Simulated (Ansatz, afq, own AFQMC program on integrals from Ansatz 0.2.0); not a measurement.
AFQMC on a folder of integrals that Ansatz 0.2.0 wrote.

```yaml
crystal:
  periodic: [false, false, false]
  atoms:
    - {symbol: N, position_ang: [0.000000, -0.187817, 1.099702]}
    - {symbol: S, position_ang: [0.000000, 0.096160, -0.500007]}
    - {symbol: H, position_ang: [0.000000, 0.740397, 1.531227]}
    - {symbol: H, position_ang: [0.000000, -1.189495, -0.906663]}
basis:
  gaussian: {orbitals: cc-pVDZ}
magnetization: {spin_polarized: false, initial_magnetization: 1}
correlation: {method: ccsd_t, electrons: outside_noble_gas, hamiltonian_folder: ham}
```

```sh
$ ansatz run in.yaml --threads 1 --pin off --events-out ev --progress --plain --max-ram 1382MiB
```

Options of the walk:

```
--method free --trial cisd --walkers 60 --time-step 0.03 --max-blocks 80 --target-error 0.00043 --factor-cut 1e-05 --seed 3076 --times 0,0.21,0.42,0.81,1.2,1.8,2.4,3 --taylor-order 8
```

Times are imaginary, in 1/Eh. The walk had a cap of 1343 s.

Output of the walk:

```
orbitals 36  electrons 7 6  factors 280 of 417
reference energy -453.08524825 Eh
CCSD correlation -0.31536722 Eh in 12 cycles, weight of the determinant in the CISD state 0.8602
repeat  energy at the last time / Eh  error
    10  -453.410839  0.003664
    20  -453.410368  0.002146
    30  -453.410702  0.001692
    40  -453.410688  0.001376
    50  -453.410017  0.001174
    60  -453.410380  0.001042
    70  -453.410312  0.000967
    80  -453.409783  0.000907
time / (1/Eh)  energy / Eh  error  mean overlap
  0.00  -453.400379  0.000265  1.1621
  0.21  -453.405996  0.000327  1.1543
  0.42  -453.408942  0.000345  1.1385
  0.81  -453.410272  0.000411  1.1432
  1.20  -453.410275  0.000393  1.1525
  1.80  -453.411111  0.000539  1.1377
  2.40  -453.409862  0.000590  1.1868
  3.00  -453.409783  0.000907  1.2168
energy -453.409783 +/- 0.000907 Eh
```

The run passed its tests (error under three times the target), which doesn't prove that it has relaxed.

Against this walk (error 24.7 meV) on the same determinant: CCSD(T) 6.1 meV higher (within the noise), CCSDT(Q) 37.8 meV lower (within the noise). The error is statistical, and a free projection of finite length keeps a remainder of its start.

Cautions: remainder of the start not in the error; error above the target (24.7 against 11.7 meV).

The walk took 7.9 min on 1 thread of Intel(R) Xeon(R) Platinum 8175M CPU @ 2.50GHz (Skylake/Cascade Lake) (shared host). The log's last line is the free-projection energy.

CCSDT and higher add their correlation energy to the determinant of the CCSD(T) run, since their own runs factorise the integrals more tightly (a shift of under 2 meV). A walk keeps the symmetry of its determinant, which the program's search chose and which needn't be the lowest solution, so a lower state of the same spin and another symmetry isn't excluded.
